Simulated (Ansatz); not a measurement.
Input file:

```yaml
crystal:
  periodic: [false, false, false]
  atoms:
    - {symbol: Co, position_ang: [0.028432, 0.000050, 0.338069]}
    - {symbol: C, position_ang: [-0.136442, 0.008423, -1.338444]}
    - {symbol: H, position_ang: [-0.059822, -0.959754, -1.917876]}
    - {symbol: H, position_ang: [0.023287, 0.856484, -1.899662]}
basis:
  gaussian: {orbitals: def2-SVP}
total_charge: 1
magnetization: {spin_polarized: true, initial_magnetization: 0}
hamiltonian: {xc: {name: PBE}}
correlation: {method: rpa, electrons: outside_noble_gas}
```

```sh
$ ansatz run in.yaml --threads 1 --pin off --events-out ev --progress --plain --max-ram 2393MiB
```

Output:

```
583 factors; integrals over basis functions are off by at most 1.2e-3 eV
mean field evaluation 1: about -38621.1060 eV, gradient 1.3e2 eV
mean field evaluation 2: about -38621.0995 eV, gradient 1.3e2 eV
mean field evaluation 4: about -38633.2105 eV, gradient 8.8e1 eV
mean field evaluation 8: about -38658.1681 eV, gradient 6.7e1 eV
mean field evaluation 16: about -38671.2622 eV, gradient 2.5e-3 eV
mean field evaluation 32: about -38672.0540 eV, gradient 4.1e-6 eV
mean field evaluation 64: about -38672.0387 eV, gradient 5.1e-1 eV
mean field evaluation 96: about -38672.0518 eV, gradient 9.3e-2 eV
mean field evaluation 128: about -38671.0777 eV, gradient 6.9e0 eV
mean field evaluation 160: about -38672.0385 eV, gradient 8.7e-2 eV
mean field evaluation 192: about -38587.8257 eV, gradient 8.7e1 eV
mean field evaluation 224: about -38671.2085 eV, gradient 3.5e-1 eV
mean field evaluation 256: about -38672.0531 eV, gradient 7.0e-2 eV
mean field -38672.05398790 eV, -1421.1717711955 hartree, gradient 5.5e-9 eV, S^2 0.989612; 12 other end points of the search recorded, 0 dependent functions left out
10 core orbitals not correlated: weight in the atoms' cores, before any rotation towards them, 1.000 or more for the frozen orbitals, at most 0.000 for the correlated occupied ones
reference -38631.36469431 eV, -1419.6764672364 hartree; 7, 7 occupied and 38, 38 virtual orbitals, 583 factors
Total energy: -38648.64613673 eV, -1420.3115485317 hartree
```

Ran on 1 thread of Arm Neoverse V1, shared host: 35 s wall, 0.12 GiB peak host memory.
